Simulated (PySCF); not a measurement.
Molecular orbitals of SH

TPSSh at R = 1.351 Å; basis H 6-311G(d,p), S 6-311G(d,p); no relativity; PySCF 2.14. State: ²Π (doublet), unpaired electrons π ↑. Only the outer orbitals are listed, counted within each symmetry.

```tsv
spin	orbital	occ.	ε (eV)	on H (%)	main shells (%)
α	4σ	1	-19.66	10	87 S s, 10 H s
α	5σ	1	-10.95	32	55 S p, 32 H s, 12 S s
α	2π	1	-8.57	0	100 S p
α	2π	1	-7.19	0	100 S p
α	6σ	0	0.13	81	80 H s, 27 S p
α	7σ	0	3.97	18	78 S p, 17 H s
α	3π	0	4.48	0	100 S p
β	4σ	1	-18.54	15	82 S s, 15 H s
β	5σ	1	-10.58	31	53 S p, 30 H s, 15 S s
β	2π	1	-6.78	1	100 S p
β	2π	0	-5.21	1	99 S p
β	6σ	0	0.46	80	80 H s, 26 S p
β	7σ	0	4.11	16	80 S p, 15 H s
```

Which are the highest filled and the lowest empty level, where do they sit, and how wide is the gap?

Highest filled β 2π at -6.78 eV (in %: 100 S p); lowest empty β 2π at -5.21 eV (in %: 99 S p); the gap at TPSSh is 1.57 eV. Both belong to one degenerate shell, split only by its one-sided filling, so this is no excitation gap.

The bond order (Mayer) is 0.95. The ⟨S²⟩ is 0.753, the charge on H (Mulliken, basis-dependent) is 0.10 and the charge on H (Löwdin, basis-dependent) is -0.07. The dipole moment (positive dipole means H(−)S(+)) is -1.05 D.

The state is the lowest determinant that a PBE0 search found; another state may lie lower at other levels.
